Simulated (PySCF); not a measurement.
Predicted microwave data (PBE0-D3(BJ)/def2-SVP geometry optimisation, gas phase (PySCF)) for one isomer of C3H5FO2:

* Rotational constants: A = 12810, B = 2020, C = 1905 MHz
* Dipole components: |μa| = 2.00 D, |μb| = 0.60 D, |μc| = 0.31 D
* Inertial defect: -24.36 u·Å²
* κ: -0.98

Problem. Which structure is it? (One computed conformer of each.)
A. `[OH:1][CH2:2][C@@H:3]1[O:4][C@@H:5]1[F:6]` with H–O1–C2–C3 59°, O1–C2–C3–O4 -67°
B. `[CH3:1][O:2][C@@H:3]1[O:4][C@H:5]1[F:6]` with C1–O2–C3–O4 -81°
C. `[CH3:1][C@H:2]([F:3])[C:4](=[O:5])[OH:6]` with C1–C2–C4–O5 -47°, C2–C4–O6–H 179°
D. `[F:1][C@@H:2]1[CH2:3][O:4][CH2:5][O:6]1` with F1–C2–C3–O4 -116°, C2–C3–O4–C5 19°, C3–O4–C5–O6 -35°, O4–C5–O6–C2 38°

Solution. B. It is CO[C@@H]1O[C@H]1F, a near-prolate asymmetric top, point group C1. The candidates at the same level (rigid rotor, commonest isotopes):

```tsv
SMILES	A (MHz)	B (MHz)	C (MHz)	μa (D)	μb (D)	μc (D)	Δ (u·Å²)	point group	rotor
F[C@@H]1COCO1	6685	3670	2859	0.39	0.76	0.45	-36.51	C1	asymmetric top
C[C@H](F)C(=O)O	5188	3361	2189	0.11	0.13	0.13	-16.93	C1	asymmetric top
CO[C@@H]1O[C@H]1F	12810	2020	1905	2.00	0.60	0.31	-24.36	C1	near-prolate asymmetric top
OC[C@@H]1O[C@@H]1F	7793	2427	2158	0.90	0.29	1.38	-38.83	C1	near-prolate asymmetric top
```

`F[C@@H]1COCO1` has B 82 % too high; `OC[C@@H]1O[C@@H]1F` has A 39 % too low; `C[C@H](F)C(=O)O` has B 66 % too high. No structure here is proved a minimum.
